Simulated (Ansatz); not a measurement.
Input file:

```yaml
crystal:
  periodic: [false, false, false]
  atoms:
    - {symbol: B, position_ang: [0.007292, -0.000265, 0.011160]}
    - {symbol: H, position_ang: [0.421144, 0.796087, 0.810660]}
    - {symbol: H, position_ang: [-0.369904, -0.764792, 0.767854]}
    - {symbol: H, position_ang: [-0.461166, 0.788734, -0.828247]}
    - {symbol: H, position_ang: [0.331715, -0.817181, -0.869965]}
basis:
  gaussian: {orbitals: cc-pVDZ}
magnetization: {spin_polarized: true, initial_magnetization: 1}
hamiltonian: {xc: {name: r2SCAN}, pseudopotentials: {relativity: scalar}}
correlation: {method: ccsdt_q_b, electrons: outside_noble_gas}
output: {forces: true}
```

```sh
$ ansatz run in.yaml --threads 1 --pin off --events-out ev --progress --plain --max-ram 2393MiB
```

Log:

```
638 factors; integrals over basis functions are off by at most 1.9e-7 eV
mean field evaluation 1: about -736.1086 eV, gradient 1.5e1 eV
mean field evaluation 2: about -736.1068 eV, gradient 1.5e1 eV
mean field evaluation 4: about -737.7327 eV, gradient 7.9e-1 eV
mean field evaluation 8: about -737.7388 eV, gradient 2.0e-2 eV
mean field evaluation 16: about -737.7389 eV, gradient 8.1e-6 eV
mean field -737.73885272 eV, -27.1114027800 hartree, gradient 8.1e-6 eV, S^2 0.754447; 0 other end points of the search recorded, 0 dependent functions left out
1 core orbitals not correlated: weight in the atoms' cores, before any rotation towards them, 1.000 or more for the frozen orbitals, at most 0.000 for the correlated occupied ones
reference -731.09053984 eV, -26.8670817883 hartree; 4, 3 occupied and 29, 30 virtual orbitals, 638 factors
second order -3.26721561 eV of doubles, -0.07828113 eV of singles
cycle   1  -3.86756332 eV  change   -5.2e-1 eV  update   5.2e-2
cycle   2  -4.13281937 eV  change   -2.7e-1 eV  update   2.1e-2
cycle   3  -4.13985810 eV  change   -7.0e-3 eV  update   5.4e-3
cycle   4  -4.14394586 eV  change   -4.1e-3 eV  update   2.5e-3
cycle   5  -4.14350522 eV  change    4.4e-4 eV  update   7.8e-4
cycle   6  -4.14331373 eV  change    1.9e-4 eV  update   3.2e-4
cycle   7  -4.14353289 eV  change   -2.2e-4 eV  update   1.6e-4
cycle   8  -4.14349796 eV  change    3.5e-5 eV  update   8.3e-5
cycle   9  -4.14344919 eV  change    4.9e-5 eV  update   3.9e-5
cycle  10  -4.14347499 eV  change   -2.6e-5 eV  update   1.7e-5
cycle  11  -4.14347820 eV  change   -3.2e-6 eV  update   7.0e-6
cycle  12  -4.14347367 eV  change    4.5e-6 eV  update   2.7e-6
cycle  13  -4.14347089 eV  change    2.8e-6 eV  update   8.4e-7
cycle  14  -4.14347085 eV  change    4.0e-8 eV  update   3.4e-7
perturbative correction -0.00309799 eV, -0.0001138489 hartree
the calculation of the forces begins
Total energy: -735.23710868 eV, -27.0194653823 hartree
Relativity: scalar
Atom 0 at     0.007292    -0.000265     0.011160 Å, force     0.235110     1.135948    -1.778117 eV/Å
Atom 1 at     0.421144     0.796087     0.810660 Å, force     0.471456     0.558735     0.224520 eV/Å
Atom 2 at    -0.369904    -0.764792     0.767854 Å, force    -0.904749    -1.773168     1.504151 eV/Å
Atom 3 at    -0.461166     0.788734    -0.828247 Å, force     0.024667    -0.024389     0.028862 eV/Å
Atom 4 at     0.331715    -0.817181    -0.869965 Å, force     0.173516     0.102874     0.020584 eV/Å
Dipole moment:     0.002740    -0.011981    -0.024307 e Å
```

Forces (eV/Å):
```
B    0.235  1.136 -1.778
H    0.471  0.559  0.225
H   -0.905 -1.773  1.504
H    0.025 -0.024  0.029
H    0.174  0.103  0.021
```

Ran on 1 thread of Intel Xeon Platinum 8259CL, shared host: 59 s wall, 0.69 GiB peak host memory.
